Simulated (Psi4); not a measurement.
Psi4 input (wB97X-D/6-31G*):

```
memory 1500 MB

molecule {
0 2
O    -1.08887154   -0.44118669   -0.01223018
C    -0.05027312    0.20044672    0.00177486
O     1.16824354    0.12471821    0.00942801
H    -0.33333734    1.32906756    0.01176824
symmetry c1
no_reorient
no_com
}

set {
  basis 6-31G*
  reference uks
  scf_type pk
  dft_radial_points 99
  dft_spherical_points 590
  e_convergence 1e-8
  d_convergence 1e-7
  maxiter 150
}

e = energy('wb97x-d')
print_out(f'\nFINAL {e:.10f} DIPOLE {variable("CURRENT DIPOLE")[0]:.6f} {variable("CURRENT DIPOLE")[1]:.6f} {variable("CURRENT DIPOLE")[2]:.6f}\n')
```

From the output:

```
  HONO-1 :   11  A 1.9985669
  HONO-0 :   12  A 1.0000000
  LUNO+0 :   13  A 0.0014331
  LUNO+1 :   14  A 0.0011183
  LUNO+2 :   15  A 0.0002371
  LUNO+3 :   16  A 0.0000837

Computation Completed

Properties will be evaluated at   0.000000,   0.000000,   0.000000 [a0]

Properties computed using the SCF density matrix

 Multipole Moments:

 ------------------------------------------------------------------------------------
     Multipole            Electronic (a.u.)      Nuclear  (a.u.)        Total (a.u.)
 ------------------------------------------------------------------------------------

 L = 1.  Multiply by 2.5417464519 to convert [e a0] to [Debye]
 Dipole X            :         -0.1554906           -0.0000001           -0.1554907
 Dipole Y            :          0.6199496            0.0000001            0.6199497
 Dipole Z            :          0.0054892            0.0000001            0.0054893
 Magnitude           :                                                    0.6391753

 ------------------------------------------------------------------------------------

FINAL -189.0106994103 DIPOLE -0.155491 0.619950 0.005489

*** Psi4 exiting successfully. Buy a developer a beer!
```

The geometry given is a B3LYP-D3(BJ)/def2-TZVP minimum.
